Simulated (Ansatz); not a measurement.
**Scan of [H···H···Cl], doublet**

Starting geometry:

```xyz
3

H     0.0000    0.0000   -1.0520
H     0.0000    0.0000   -0.3070
Cl    0.0000    0.0000    1.3590
```

From there H2 is moved from one fragment to the other while all else, the fragments' distance too, stays fixed; atoms are numbered as listed. Energies are in eV, counted from the starting geometry at the same level. Kohn–Sham curves are unrestricted where that lies lower.

Basis cc-pVDZ; Ansatz 0.2.0. Correlated methods freeze the noble-gas cores.

In so small a basis the reference is far from its limit while semilocal and hybrid functionals are nearer theirs (RPA and double hybrids share much of the reference's basis error), so the functionals' errors here hold much of the reference's basis and frozen-core error, which can add to them or hide them.

Full CI is exact within this basis and frozen core; it isn't the basis-set limit.

| distance H1-H2 (Å) | full CI | PBE | r2SCAN | PBE0 | B3LYP | r2SCANh | wB97X-V | wB97M-V | B2PLYP | RPA-PBE |
| --- | --- | --- | --- | --- | --- | --- | --- | --- | --- | --- |
| 0.693 | 0.096 | 0.168 | 0.147 | 0.142 | 0.132 | 0.140 | 0.119 | 0.120 | 0.113 | 0.102 |
| 0.745 | 0.000 | 0.000 | 0.000 | 0.000 | 0.000 | 0.000 | 0.000 | 0.000 | 0.000 | 0.000 |
| 0.790 | -0.019 | -0.076 | -0.062 | -0.056 | -0.046 | -0.056 | -0.035 | -0.039 | -0.033 | -0.021 |
| 0.835 | -0.006 | -0.110 | -0.089 | -0.075 | -0.053 | -0.078 | -0.033 | -0.042 | -0.033 | -0.005 |
| 0.880 | 0.019 | -0.118 | -0.096 | -0.074 | -0.039 | -0.081 | -0.013 | -0.028 | -0.016 | 0.030 |
| 0.926 | 0.042 | -0.112 | -0.095 | -0.065 | -0.014 | -0.079 | 0.012 | -0.009 | 0.004 | 0.070 |
| 0.971 | 0.056 | -0.096 | -0.090 | -0.054 | 0.013 | -0.075 | 0.033 | 0.008 | 0.021 | 0.106 |
| 1.016 | 0.062 | -0.070 | -0.079 | -0.040 | 0.045 | -0.067 | 0.051 | 0.024 | 0.036 | 0.139 |
| 1.061 | 0.071 | -0.031 | -0.055 | -0.017 | 0.086 | -0.047 | 0.073 | 0.047 | 0.056 | 0.173 |
